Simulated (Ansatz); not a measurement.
Relative stability

The two ends of one reaction step of SiH₄SO, singlet (PBE0-D4/def2-TZVP).

A:

Si1  (-0.303, -0.226, 0.385)
S2  (1.680, -0.649, -0.278)
O3  (-0.913, 1.172, -0.223)
H4  (-0.380, 1.963, -0.126)
H5  (-1.257, -1.267, -0.052)
H6  (-0.160, -0.192, 1.861)
H7  (1.332, -0.802, -1.568)
(Å)

B:

```tsv
atom	x (Å)	y (Å)	z (Å)
Si1	-0.8441	-0.1533	0.5706
S2	1.4136	-0.2307	-0.5317
O3	-1.5056	1.0386	-0.1189
H4	1.5202	1.1004	-0.3664
H5	-1.1424	-1.5759	0.2329
H6	-0.2587	-0.0969	1.9420
H7	0.8170	-0.0823	-1.7284
```

Program: Ansatz 0.2.0. Basis: def2-TZVPP. Cores are frozen in the correlated methods. B3LYP uses VWN-RPA correlation.

Q: Which structure is lower at CCSD(T), and by how much? (An estimate is asked for; the value comes from the calculation.)

A: The calculation gives: A, by 2.169 eV (electronic energy, against the other). By their contacts, A is SiH₄SO ([OH][SiH2][SH]) and B is SiH₄SO ([O][SiH2][SH2]).

All methods give the same order:

```
      method  E(B) − E(A) (eV)
       SPW92             2.073
      PBE-D4             1.965
     BLYP-D4             1.867
   r2SCAN-D4             2.109
      B97M-V             2.141
     PBE0-D4             2.189
    B3LYP-D4             2.068
  r2SCAN0-D4             2.266
    BHLYP-D4             2.297
CAM-B3LYP-D4             2.165
     wB97X-V             2.202
     wB97M-V             2.173
      B2PLYP             2.097
    PBE-QIDH             2.270
  RPA on PBE             2.049
          HF             2.496
         MP2             2.148
        CCSD             2.239
     CCSD(T)             2.169
```

No T1 diagnostic of these runs exceeds 0.017.

Labels in which every atom is bracketed show which atoms are joined, not bond orders.

For scale, one of the runs: CCSD(T)/def2-TZVPP, 171 basis functions, launched by `ansatz run in.yaml --threads 2 --pin off --events-out ev --progress --plain --max-ram 4352MiB`. The run took 33 s on 2 CPU threads of an Arm Neoverse V1 (shared host), with 1.4 GiB of host memory at its peak.
